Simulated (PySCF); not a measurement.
# Gas-phase XPS of pentacarbon monoxide, computed

Species: pentacarbon monoxide, C5O.
Structure used (PBE0-D3(BJ)/def2-SVP), in Å, numbered top down from 1:
```xyz
6
C5O angstrom
C     -3.1244    0.0998    0.7622
C     -1.8683    0.0546    0.4962
C     -0.5950    0.0142    0.2395
C      0.6484   -0.0255   -0.0125
C      1.9160   -0.0677   -0.2651
O      3.0481   -0.1051   -0.4907
```

Method: delta-SCF UKS SCAN, pcX-2 on the ionised atom, pcseg-1 elsewhere, spin-free X2C in PySCF. Binding energies are ΔSCF values: E(core-ionised, relaxed orbitals) − E(ground state) at a fixed geometry, referred to the vacuum level.

What binding energy does each computed site have?

```tsv
atom(s)	environment	level	binding energy (eV)	above the level's lowest (eV)	count
O6	oxygen bonded to C	O 1s	540.49	0.00	1
C3	alkyne carbon	C 1s	293.57	+2.57	1
C4	alkyne carbon	C 1s	292.14	+1.14	1
C2	carbon bonded to 2 C	C 1s	291.00	0.00	1
```

Lowest listed C 1s: C2, bonded to C (triple bond) and C. Highest, 2.57 eV above it: C3, bonded to C (triple bond) and C. Summing the Pauling electronegativity differences to the bonded atoms, each weighted by its formal bond order, gives 0.00 for the lowest site and 0.00 for the highest; the sum is the same at every site.

Give the binding energy of O 1s of O6 in hartree and in kJ/mol.

540.49 eV = 19.8626 Eh = 52149 kJ/mol.

What is the longest wavelength that can ionise O 1s of O6 vertically?

λ = hc/E = 12398.42 eV Å / 540.49 eV = 22.939 Å.

The list is incomplete; no value stands for C 1s of C1, C5 (hole states with ⟨S²⟩ of 1 or more are left out). Spin contamination (⟨S²⟩ against 0.75 for a pure doublet) is marked for C 1s of C3 (0.95), which makes this value less certain. Geometry: PBE0-D3(BJ)/def2-SVP; no solvent, vibrations or thermal averaging.
